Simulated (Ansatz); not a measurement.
`[CH3][Mg][F]` + H₂S → `[F][Mg][SH]` + CH₄ at 600 K and 1 bar (ligand exchange at a Mg–C bond).

Computed with Ansatz on PBE0-D4/def2-TZVP structures; ΔE is electronic, products minus reactants. CCSD(T)/CBS is the MP2 limit (def2-TZVPP, def2-QZVPP) plus CCSD(T) − MP2 in def2-TZVPP, frozen cores. This one scheme is used for every species. For Mg outer-core shells are correlated without core-valence functions, which leaves a few kJ/mol of doubt a bond. Each species was taken in one conformer, which may not be the lowest.

```
       species  CCSD(T)/CBS energy (Eh)  H − E (kJ/mol)  S (J/(mol·K))
`[CH3][Mg][F]`               -339.61123           135.2          332.6
           H₂S               -398.97279            60.8          230.9
 `[F][Mg][SH]`               -698.17668            63.5          338.3
           CH₄                -40.46206           140.4          215.7
```

H − E and S are ideal-gas, rigid-rotor, harmonic terms from PBE0-D4/def2-TZVP, for one conformer and one mirror image of each species. 1 Eh = 2625.50 kJ/mol, R = 8.31446 J/(mol·K).

By hand: ΔE, ΔH, ΔS and ΔG.

ΔE = (-698.17668) + (-40.46206) − (-339.61123) − (-398.97279) = -0.05472 Eh = -143.7 kJ/mol. Δ(H − E) = 63.5 + 140.4 − 135.2 − 60.8 = 7.9, so ΔH = -135.8 kJ/mol. ΔS = 338.3 + 215.7 − 332.6 − 230.9 = -9.5 J/(mol·K). ΔG = -135.8 − 600 × (-9.5)/1000 = -130.1 kJ/mol.

By hand: the equilibrium constant, and the temperature at which ΔG would vanish if ΔH and ΔS stayed fixed.

log₁₀ K = −ΔG/(RT ln 10) = 11.3. ΔG = 0 at ΔH/ΔS = 14295 K, far beyond where these terms or the molecules hold.

The number of gas molecules stays the same, so ΔS is small and ΔH decides. A doubt of 5 kJ/mol in ΔE shifts log₁₀ K by 0.4 here. Other conformers and mirror images would add mixing entropy, several J/(mol·K) or more a flexible species. These are equilibria of isolated gas molecules and say nothing of rates. Largest T1 diagnostic: 0.011 (customary marks: 0.02 for closed shells, 0.045 for open ones).
